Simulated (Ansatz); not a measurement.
# ClFH4Si: the cost of one run

Method: RKS revPBE/6-31G*, in Ansatz 0.2.0.

## 1. Starting point

Bond lengths: Si1–Cl2 2.480 Å, Si1–H3 1.460 Å, Si1–H4 1.459 Å, Si1–H5 1.459 Å, Si1–F6 1.890 Å, Cl2–H7 1.559 Å. Angles: Si1–Cl2–H7 60.2°, Cl2–Si1–H3 109.5°, Cl2–Si1–H4 109.5°, Cl2–Si1–H5 109.5°, Cl2–Si1–F6 71.6°, H3–Si1–H4 109.5°, H3–Si1–H5 109.5°, H3–Si1–F6 178.9°, H4–Si1–H5 109.5°, H4–Si1–F6 70.0°, H5–Si1–F6 70.0°.

Coordinates:

```xyz
7

Si    0.0000    0.0000    0.0000
Cl    0.0000    0.0000    2.4800
H     1.3768    0.0000   -0.4862
H    -0.6877    1.1914   -0.4862
H    -0.6877   -1.1914   -0.4862
F    -1.7936    0.0000    0.5960
H    -1.3527    0.0000    1.7054
```

## 2. A restrained relaxation towards end A

Springs on the bonds that form and break draw the guess towards this end; the thresholds are loose.

input.yaml

```yaml
crystal:
  periodic: [false, false, false]
  atoms:
    - { symbol: Si, position_ang: [0.0, 0.0, 0.0] }
    - { symbol: Cl, position_ang: [0.0, 0.0, 2.48] }
    - { symbol: H, position_ang: [1.3768, 0.0, -0.4862] }
    - { symbol: H, position_ang: [-0.6877, 1.1914, -0.4862] }
    - { symbol: H, position_ang: [-0.6877, -1.1914, -0.4862] }
    - { symbol: F, position_ang: [-1.7936, 0.0, 0.596] }
    - { symbol: H, position_ang: [-1.3527, 0.0, 1.7054] }
basis:
  gaussian: { orbitals: "6-31G*" }
hamiltonian:
  xc: revpbe
relax:
  f_tol: 0.15
  max_steps: 25
  restrain:
    - { distance: [0, 5], at: 2.79, k: 30.0 }
    - { distance: [6, 1], at: 2.57, k: 30.0 }
    - { distance: [0, 1], at: 2.13, k: 30.0 }
    - { distance: [6, 5], at: 0.92, k: 30.0 }
```

Command:

```console
$ ansatz run input.yaml --threads 1 --pin off --max-ram 2048MiB --backend cpu --events-out ev --progress --plain --runs-dir out
```

**Question.** How long does this run take on 1 thread of Arm Neoverse V2, shared host, and how much memory does it need?

About 12 s, with a peak of 0.12 GiB.
